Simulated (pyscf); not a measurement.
F–N•–F + hydrogen (H₂) → F–NH–F + H atom (H•), a hydrogen abstraction (doublet surface; H–H broken, H–N formed). Optimised with ωB97X-D3(BJ)/def2-SVP in PySCF. Energies in eV from the separated reactants.

Small-basis levels: PySCF, no dispersion term, spherical d functions. AM1 to PM7: differences of heats of formation from MOPAC, which are fitted to 298 K values and so differ in kind from electronic energies by zero-point and thermal terms. GFN2-xTB: tblite. Open shells are spin-unrestricted. 

```json
[
 {"level": "HF/STO-3G", "barrier": "2.60", "reaction energy": "+2.32"},
 {"level": "HF/6-31G*", "barrier": "1.90", "reaction energy": "+1.26"},
 {"level": "MP2/6-31G*", "barrier": "1.49", "reaction energy": "+0.97"},
 {"level": "SVWN5/6-31G*", "barrier": "?", "reaction energy": "+1.33"},
 {"level": "B3LYP/STO-3G", "barrier": "2.31", "reaction energy": "+3.08"},
 {"level": "B3LYP/3-21G", "barrier": "1.37", "reaction energy": "+1.55"},
 {"level": "B3LYP/LANL2DZ", "barrier": "1.30", "reaction energy": "+1.35"},
 {"level": "M06-2X/6-31G*", "barrier": "1.49", "reaction energy": "+1.27"},
 {"level": "PBE/def2-SVP", "barrier": "1.11", "reaction energy": "+1.28"},
 {"level": "GFN2-xTB", "barrier": "-0.01", "reaction energy": "-0.01"},
 {"level": "AM1", "barrier": "1.85", "reaction energy": "+1.72"},
 {"level": "PM3", "barrier": "1.82", "reaction energy": "+1.87"},
 {"level": "ωB97M-D3(BJ)/def2-TZVP", "barrier": "?", "reaction energy": "+1.24"}
]
```

Problem. Complete the blanks.

Solution. 
- SVWN5/6-31G*, barrier: 0.90
- ωB97M-D3(BJ)/def2-TZVP, barrier: 1.45

Against the last row the barrier runs from -1.46 (GFN2-xTB) to +1.15 eV (HF/STO-3G). At SVWN5/6-31G*, B3LYP/STO-3G, B3LYP/3-21G, B3LYP/LANL2DZ, PBE/def2-SVP, GFN2-xTB, PM3 this geometry lies under one side, so the entry may be no barrier of that level: it is a single point on another level's saddle. ωB97M-D3(BJ)/def2-TZVP has limits of its own. One saddle was located; it need not be the lowest between these sides. The angle at the transferred H is 170°.
